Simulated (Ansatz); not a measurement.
`OC/N=C\F` and `C/N=C\F` differ in one atom or group.

Ansatz, PBE0-D4/def2-TZVP geometries, multiplicity 1. Each molecule was computed in one conformer, which needn't be the lowest.

| property | `OC/N=C\F` |
| --- | --- |
| size of the dipole moment (B3LYP/def2-TZVPP) / D | 1.71 |
| HOMO energy (PBE0/def2-TZVPP) / eV | -8.19 |
| HOMO energy (PBE/def2-TZVPP) / eV | -6.52 |
| LUMO energy (PBE/def2-TZVPP) / eV | -1.40 |
| HOMO energy (B3LYP/def2-TZVPP) / eV | -7.96 |
| LUMO energy (PBE0/def2-TZVPP) / eV | -0.30 |

Q: Give the same properties after the change, and the shifts. (Best estimate.)

A: Ansatz gave: 
```json
{"property": "size of the dipole moment (B3LYP/def2-TZVPP) / D", "`C/N=C\\F`": "0.27", "shift": "-1.44"}
{"property": "HOMO energy (PBE0/def2-TZVPP) / eV", "`C/N=C\\F`": "-8.07", "shift": "0.12"}
{"property": "HOMO energy (PBE/def2-TZVPP) / eV", "`C/N=C\\F`": "-6.51", "shift": "0.01"}
{"property": "LUMO energy (PBE/def2-TZVPP) / eV", "`C/N=C\\F`": "-1.00", "shift": "0.40"}
{"property": "HOMO energy (B3LYP/def2-TZVPP) / eV", "`C/N=C\\F`": "-7.83", "shift": "0.13"}
{"property": "LUMO energy (PBE0/def2-TZVPP) / eV", "`C/N=C\\F`": "0.12", "shift": "0.42"}
```

With PBE0 the HOMO rises by 0.12 eV and the LUMO rises by 0.42 eV, so the gap widens by about 0.30 eV. PBE moves the HOMO by 0.01 eV and ωB97M-V by 0.15 eV. The zero-point energy changes by -13.9 kJ/mol with -3 modes. Dipoles are sizes alone; their direction can turn.

B3LYP here is the variant with VWN-RPA as its local correlation; programs differ in this.
